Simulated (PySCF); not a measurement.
Ionisation and electron attachment of isocyanic acid

System: isocyanic acid, `N=C=O` (CHNO). Atom numbers as in the mapped SMILES `[NH:1]=[C:2]=[O:3]`.

Energies: ωB97X-D3(BJ)/ma-def2-TZVP (PySCF, density fitting, integration grid level 2) on PBE0-D3(BJ)/ma-def2-SVP structures. The prefix ma- adds one diffuse s and one diffuse p function on all atoms but H. Thermal corrections: PBE0-D3(BJ)/ma-def2-SVP frequencies, unscaled, ideal gas at 298.15 K and 1 bar, quasi-RRHO entropy.

Frontier levels of the parent: HOMO -11.34 eV, LUMO 0.84 eV.

Oxidation to the radical cation:
* Vertical ionisation energy (electronic): 11.76 eV
* Adiabatic ionisation energy (with zero-point energy): 11.60 eV
* Adiabatic, electronic part: 11.66 eV
* Vertical gap at the product's structure: 11.52 eV
* Inner reorganisation energy (four-point): 242 meV
* Relaxation of product / of parent: 101 / 141 meV
* ⟨S²⟩ of the product: 0.770
* Largest spin populations: N1 0.82, O3 0.35, C2 -0.15
* Largest changes of atomic charge: N1 0.43, O3 0.36, C2 0.12, H (on N1) 0.09
* Distances that move most (Å): N1–C2 1.210 → 1.258; N1–H 1.008 → 1.036; C2–O3 1.164 → 1.138

Reduction to the radical anion:
- Vertical electron affinity (electronic): -0.72 eV
- Adiabatic electron affinity (with zero-point energy): -0.43 eV
- Adiabatic, electronic part: -0.45 eV
- Vertical gap at the product's structure: 0.97 eV
- ⟨S²⟩ of the product: 0.754
- Largest spin populations: C2 0.60, O3 0.25, N1 0.16
- Largest changes of atomic charge: C2 -0.46, O3 -0.23, N1 -0.22, H (on N1) -0.10
- Distances that move most (Å): N1–C2 1.210 → 1.300; C2–O3 1.164 → 1.223; N1–H 1.008 → 1.018

Measured values (NIST Chemistry WebBook, evaluated or the median of agreeing entries): adiabatic ionisation energy 11.60 eV (computed 11.60, difference 0.01).

Caveats: the gas-phase radical anion comes out unbound at this level, so its gas-phase values hang on the basis; a negative vertical affinity means that the electron isn't bound at that structure, so the value and what is derived from it hang on the basis.

Differences come from unrounded values, so a last digit can differ from that of the printed terms.
